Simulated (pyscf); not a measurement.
Single points on ωB97X-D3(BJ)/def2-SVP structures (PySCF, gas phase). Correlated levels are frozen-core, on RHF or UHF. ΔMP2 is the change of the MP2 total energy from the triple- to the quadruple-zeta basis.

SMILES: CBF
```xyz
7

C     -0.3616     0.3002     0.4000
B     -0.5246    -0.8128    -0.6886
F      0.4199    -1.0014    -1.6086
H     -1.2545     0.9485     0.4144
H      0.5386     0.9188     0.2675
H     -0.3239    -0.1774     1.3956
H     -1.4851    -1.5527    -0.7535
```

Q: How much does it cost (ΔH, 298 K, CCSD(T)/def2-TZVPP + ΔMP2(QZVPP)) to split H₃C–BH–F (SMILES CBF) at its B–C bond into CH₃• + [HB–F]•?

A: B–C to CH₃• + [HB–F]•: 4.57 eV. The radicals are drawn with the spin at the cut bond; how far it spreads was not checked. The CCSD(T) − MP2 part came from Ansatz, without density fitting, on the same reference.
